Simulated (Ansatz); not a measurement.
```yaml
crystal:
  periodic: [false, false, false]
  atoms:
    - {symbol: N, position_ang: [-0.825956, 1.636108, 0.537587]}
    - {symbol: C, position_ang: [0.367219, -0.605508, 0.315823]}
    - {symbol: O, position_ang: [1.180764, -1.857140, 2.037299]}
    - {symbol: O, position_ang: [0.550088, -1.296871, -2.136735]}
    - {symbol: H, position_ang: [-1.477573, 2.554744, -0.984734]}
    - {symbol: H, position_ang: [-1.099428, 2.338484, 2.273703]}
    - {symbol: H, position_ang: [1.420349, -2.898129, -2.129302]}
basis:
  gaussian: {orbitals: cc-pVTZ-DK}
hamiltonian: {xc: {name: SVWN5}}
accuracy: high
output: {forces: true}
```

```sh
$ ansatz run in.yaml --threads 2 --pin off --events-out ev --progress --plain --max-ram 4352MiB
```

Shortened log:

```
Functional definition: SVWN5
2562 factors; integrals over basis functions are off by at most 5.6e-8 eV
mean field evaluation 1: about -6552.6444 eV, gradient 1.2e2 eV
mean field evaluation 2: about -5900.2141 eV, gradient 2.9e2 eV
mean field evaluation 4: about -6326.4562 eV, gradient 2.3e2 eV
mean field evaluation 8: about -6588.7871 eV, gradient 6.3e1 eV
mean field evaluation 16: about -6597.1556 eV, gradient 3.4e-1 eV
mean field evaluation 96: about -6596.7348 eV, gradient 2.6e0 eV
mean field evaluation 128: about -6597.1095 eV, gradient 4.7e-4 eV
mean field -6597.18765504 eV, -242.4421745883 hartree, gradient 1.5e-8 eV, S^2 0.000000; 8 other end points of the search recorded, 0 dependent functions left out
reference -6597.18765938 eV, -242.4421747478 hartree; 16, 16 occupied and 146, 146 virtual orbitals, 2562 factors
Total energy: -6597.18765938 eV, -242.4421747478 hartree
Relativity: scalar
Atom 0 at    -0.825956     1.636108     0.537587 Å, force    -0.751015     1.339918     0.282295 eV/Å
Atom 1 at     0.367219    -0.605508     0.315823 Å, force     1.065979    -1.759875     1.415171 eV/Å
Atom 2 at     1.180764    -1.857140     2.037299 Å, force    -1.493251     2.299491    -3.271415 eV/Å
Atom 3 at     0.550088    -1.296871    -2.136735 Å, force     1.825612    -3.126369     1.818173 eV/Å
Atom 4 at    -1.477573     2.554744    -0.984734 Å, force     1.041570    -1.400592     2.956343 eV/Å
Atom 5 at    -1.099428     2.338484     2.273703 Å, force     0.285290    -0.995632    -3.296617 eV/Å
Atom 6 at     1.420349    -2.898129    -2.129302 Å, force    -1.974185     3.643059     0.096051 eV/Å
Dipole moment:    -0.268379     0.442837    -0.189062 e Å
```

(1) What is wrong with this run?

## Answers

(1) The coordinates are in bohr but typed as ångström. The run converged. The result belongs to that input, not to the molecule as meant.
